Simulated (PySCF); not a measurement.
These are ωB97X-D3(BJ)/def2-TZVP // PBE0-D3(BJ)/def2-TZVP (PySCF 2.14.0) values and carry that method's errors. Gas-phase values, no solvent. One relaxed conformer stands for a flexible species; it need not be the lowest. 

Reference species (SMILES): `[OH][In][SH]` (H–O–In–S torsion -180°, O–In–S–H torsion 0°) (neutral, multiplicity 2).

| Item | Result |
|---|---|
| highest occupied spin orbital | -8.44 eV |

Changed species: `[SH]` (radical fragment; the reference has radical fragment).

Give the shifts of the highest occupied spin orbital.

the highest occupied spin orbital decreases by 1.51 eV, to -9.95 eV.
